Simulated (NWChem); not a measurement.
System: SiH$_{2}$, singlet; SMILES [SiH2]

Here is an NWChem input.

```
start job
memory heap 200 mb stack 900 mb global 1100 mb
geometry units angstroms noautosym nocenter noautoz
  Si     0.000000     0.000000     0.180908
  H      1.093423     0.000000    -0.889802
  H     -1.093423     0.000000    -0.889802
end
basis spherical
  * library def2-svp
end
dft
  xc b3lyp
  iterations 150
end
cosmo
  do_cosmo_smd true
  solvent hexane
end
task dft energy
```

Low-valent species are run as closed-shell singlets; no triplet was tried in these runs. All runs use the structure optimised with B3LYP/6-31G* (spherical d). Solvent: n-hexane.

Level: B3LYP/def2-SVP with SMD (1 M gas to 1 M solution), gas-phase geometry. Reactions with the solvent are ignored.

Q: What results follow from this input? (B3LYP/def2-SVP, SMD on the gas-phase geometry.) Quantities: solvation free energy (kcal/mol); cavity-dispersion-structure term (kcal/mol); dipole in solution (D).

A: 
```
Property                                     Result
-------------------------------------------  ------
solvation free energy (kcal/mol)               -1.6
cavity-dispersion-structure term (kcal/mol)    -0.8
dipole in solution (D)                         0.27
```
